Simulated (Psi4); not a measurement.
# CClF2 (chlorodifluoromethyl radical): UCCSD(T)/STO-3G (sweep point 1)

What is the vertical doublet–quartet gap of CClF2 (chlorodifluoromethyl radical) at UCCSD(T)/STO-3G (sweep point 1)? The job is set up through a Python script.

The calculation is run with Psi4 1.11.

## Step 1: Starting point

CClF2: 4 atoms, total charge 0, spin state doublet. As SMILES, `F[C](F)Cl`. The coordinates come from a PBE0-D4/def2-TZVP relaxation.

Bond lengths: F1–C2 1.315 Å, C2–F3 1.315 Å, C2–Cl4 1.719 Å. Angles: F1–C2–F3 110.6°, F1–C2–Cl4 114.1°, F3–C2–Cl4 114.1°.

## Step 2: A single-point energy at UCCSD(T)/STO-3G (sweep point 1)

Input file run.py:

```python
import psi4

psi4.set_memory(1600000000)
psi4.set_num_threads(1)
psi4.core.set_output_file('psi4.out', False)

geom = psi4.geometry("""
0 2
F      0.026200     0.169300     1.294600
C     -0.230600    -0.190200     0.056400
F      0.573000    -1.160700    -0.318600
Cl    -0.313000     1.121200    -1.052700
symmetry c1
""")

psi4.set_options(dict(reference='uhf', puream=True, scf_type='pk', num_frozen_docc=8, maxiter=150))

energy_value = psi4.energy("ccsd(t)/STO-3G")
print(f'ccsd(t)/STO-3G energy: {energy_value:.10f} Eh')
```

Command:

```sh
python run.py
```

psi4.out:

```text
[...]
  Running in c1 symmetry.
[...]
  Nuclear repulsion =  158.060087509734217
[...]
  Multiplicity = 2
[...]
  Nalpha       = 21
  Nbeta        = 20
[...]
    Number of basis functions: 24
[...]
   @UHF iter   1:  -687.87668942277332   -1.20966e+00   1.72194e-02 DIIS/ADIIS
[...]
   @UHF iter  12:  -688.00797723407618   -1.36424e-12   9.52980e-09 DIIS
[...]
   @S^2 Observed:                7.547875836E-01
[...]
    Orbital Energies [Eh]
    ---------------------
    Alpha Occupied:
       1A   -103.739907     2A    -26.043129     3A    -26.042978
       4A    -11.260322     5A    -10.421342     6A     -7.866133
       7A     -7.859974     8A     -7.859277     9A     -1.640518
      10A     -1.566061    11A     -1.102360    12A     -0.835309
      13A     -0.707346    14A     -0.684808    15A     -0.672864
      16A     -0.570852    17A     -0.524707    18A     -0.505475
      19A     -0.446331    20A     -0.431503    21A     -0.330569
    Alpha Virtual:
      22A      0.366091    23A      0.588558    24A      0.609723
[...]
  @UHF Final Energy:  -688.00797723407618
   => Energetics <=
    Nuclear Repulsion Energy =            158.0600875097342168
    One-Electron Energy =               -1270.6032120030581609
    Two-Electron Energy =                 424.5351472592477080
    Total Energy =                       -688.0079772340761792
  UHF NO Occupations:
  HONO-2 :   19  A 1.9992088
  HONO-1 :   20  A 1.9990199
[...]
 Multipole Moments:
 ------------------------------------------------------------------------------------
     Multipole            Electronic (a.u.)      Nuclear  (a.u.)        Total (a.u.)
 ------------------------------------------------------------------------------------
 L = 1.  Multiply by 2.5417464519 to convert [e a0] to [Debye]
 Dipole X            :          0.3243161           -0.3555241           -0.0312080
 Dipole Y            :         -0.8367186            0.5054493           -0.3312692
 Dipole Z            :          0.7997342           -0.5372316            0.2625025
 Magnitude           :                                                    0.4238170
[...]
      * MP2 total energy                      = -688.090500664794035
[...]
      * CCSD total energy                     = -688.110840495215143
[...]
      * CCSD(T) total energy                     = -688.115233317480033
```

On the terminal:

```text
ccsd(t)/STO-3G energy: -688.1152333175 Eh
```

It took 5.1 s on 1 thread of Intel Xeon at 2.70GHz, shared host; peak memory 0.19 GiB.

## Step 3: The quartet

Input file cclf2.py:

```python
import psi4

psi4.set_memory(1600000000)
psi4.set_num_threads(1)
psi4.core.set_output_file('run.log', False)

m = psi4.geometry("""
0 4
F      0.026200     0.169300     1.294600
C     -0.230600    -0.190200     0.056400
F      0.573000    -1.160700    -0.318600
Cl    -0.313000     1.121200    -1.052700
symmetry c1
""")

options = {'basis': 'STO-3G', 'reference': 'uhf', 'puream': True, 'scf_type': 'pk', 'num_frozen_docc': 8, 'maxiter': 150}
psi4.set_options(options)

energy_value = psi4.energy("ccsd(t)", molecule=m)
print('E =', round(energy_value, 9))
for k, v in sorted(psi4.core.scalar_variables().items()):
    print(f'{k:45s} {v:18.10f}')
```

Command:

```sh
python cclf2.py
```

run.log:

```text
[...]
  Running in c1 symmetry.
[...]
  Nuclear repulsion =  158.060087509734217
[...]
  Multiplicity = 4
[...]
  Nalpha       = 22
  Nbeta        = 19
[...]
    Number of basis functions: 24
[...]
   @UHF iter   1:  -687.57338830918161   -9.06356e-01   8.56585e-03 ADIIS/DIIS
[...]
   @UHF iter  14:  -687.64871934897292    0.00000e+00   5.02709e-09 DIIS
[...]
   @S^2 Observed:                3.754522748E+00
[...]
    Orbital Energies [Eh]
    ---------------------
    Alpha Occupied:
       1A   -103.844932     2A    -25.920826     3A    -25.920669
       4A    -11.027447     5A    -10.523961     6A     -7.980616
       7A     -7.966335     8A     -7.955974     9A     -1.547306
      10A     -1.474151    11A     -1.175098    12A     -0.821255
      13A     -0.662738    14A     -0.632033    15A     -0.627183
      16A     -0.550492    17A     -0.517153    18A     -0.486597
      19A     -0.477891    20A     -0.433423    21A     -0.279312
      22A     -0.066760
    Alpha Virtual:
      23A      0.683817    24A      0.718964
[...]
  @UHF Final Energy:  -687.64871934897292
   => Energetics <=
    Nuclear Repulsion Energy =            158.0600875097342168
    One-Electron Energy =               -1271.4914845767589213
    Two-Electron Energy =                 425.7826777180516160
    Total Energy =                       -687.6487193489729179
  UHF NO Occupations:
  HONO-2 :   20  A 1.0000000
  HONO-1 :   21  A 1.0000000
[...]
 Multipole Moments:
 ------------------------------------------------------------------------------------
     Multipole            Electronic (a.u.)      Nuclear  (a.u.)        Total (a.u.)
 ------------------------------------------------------------------------------------
 L = 1.  Multiply by 2.5417464519 to convert [e a0] to [Debye]
 Dipole X            :          0.0469850           -0.3555241           -0.3085391
 Dipole Y            :          0.0565760            0.5054493            0.5620254
 Dipole Z            :         -0.0307362           -0.5372316           -0.5679679
 Magnitude           :                                                    0.8565374
[...]
      * MP2 total energy                      = -687.706516694538891
[...]
      * CCSD total energy                     = -687.725333026534372
[...]
      * CCSD(T) total energy                     = -687.728493175861558
```

It took 6 s on 1 thread of Intel Xeon at 2.70GHz, shared host; peak memory 0.18 GiB.

## Step 4: Results

Level: UCCSD(T)/STO-3G (sweep point 1), 8 core orbitals frozen.

| quantity | value |
| --- | --- |
| doublet: total energy | -688.11523 Eh |
| doublet: HOMO energy (Hartree–Fock orbitals) (highest over α and β) | -9.00 eV |
| doublet: LUMO energy (Hartree–Fock orbitals) (lowest over α and β) | 6.07 eV |
| doublet: correlation energy (8 core orbitals frozen) | -107.3 mEh |
| doublet: (T) correction | -4.39 mEh |
| doublet: ⟨S²⟩ of the reference determinant | 0.755 |
| doublet: T1 diagnostic | 0.018 |
| quartet: total energy | -687.72849 Eh |
| quartet: HOMO energy (Hartree–Fock orbitals) (highest over α and β) | -1.82 eV |
| quartet: LUMO energy (Hartree–Fock orbitals) (lowest over α and β) | -0.08 eV |
| quartet: correlation energy (8 core orbitals frozen) | -79.8 mEh |
| quartet: (T) correction | -3.16 mEh |
| quartet: ⟨S²⟩ of the reference determinant | 3.755 |
| quartet: T1 diagnostic | 0.025 |
| vertical energy of the quartet above the doublet | 10.524 eV |

At this shape the quartet lies 10.52 eV (243 kcal/mol) above the doublet. In a minimal basis such a difference can be off by several eV, whatever the method. The triples (doublet) make up 4.1 % of the correlation energy. The triples (quartet) make up 4.0 % of the correlation energy.
